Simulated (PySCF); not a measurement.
**Core-level binding energies of `O[C@@H]1C[C@@H]1F`**

Species: C3H5FO.
SMILES with atom numbers: `[OH:1][C@@H:2]1[CH2:3][C@@H:4]1[F:5]`

Computed, not measured: delta-SCF UKS SCAN, pcX-2 on the ionised atom, pcseg-1 elsewhere, spin-free X2C in PySCF. Vertical ΔSCF values, vacuum level as zero.

Give the core binding energies atom by atom.

```json
{"atom(s)": "F5", "bonded to": "C", "level": "F 1s", "binding energy (eV)": "693.08", "above the level's lowest (eV)": "0.00", "count": "1"}
{"atom(s)": "O1", "bonded to": "C and H", "level": "O 1s", "binding energy (eV)": "539.11", "above the level's lowest (eV)": "0.00", "count": "1"}
{"atom(s)": "C4", "bonded to": "F, 2 C and H", "level": "C 1s", "binding energy (eV)": "293.27", "above the level's lowest (eV)": "+2.26", "count": "1"}
{"atom(s)": "C2", "bonded to": "O, 2 C and H", "level": "C 1s", "binding energy (eV)": "292.54", "above the level's lowest (eV)": "+1.53", "count": "1"}
{"atom(s)": "C3", "bonded to": "2 C and 2 H", "level": "C 1s", "binding energy (eV)": "291.01", "above the level's lowest (eV)": "0.00", "count": "1"}
```

The listed C 1s values span 2.26 eV, from C3 (bonded to 2 C and 2 H) to C4 (bonded to F, 2 C and H). Summing the Pauling electronegativity differences to the bonded atoms, each weighted by its formal bond order, gives -0.70 for the lowest site and +1.08 for the highest; no listed site has a larger sum than the highest.

What is the longest wavelength that can ionise O 1s of O1 vertically?

λ = hc/E = 12398.42 eV Å / 539.11 eV = 22.998 Å.

Express the binding energy of O 1s of O1 in atomic units and per mole.

539.11 eV = 19.8119 Eh = 52016 kJ/mol.

Isolated species at its PBE0-D3(BJ)/def2-SVP geometry (one conformer only).

Conformer computed: `[OH:1][C@@H:2]1[CH2:3][C@@H:4]1[F:5]`: H–O1–C2–C3 76°.
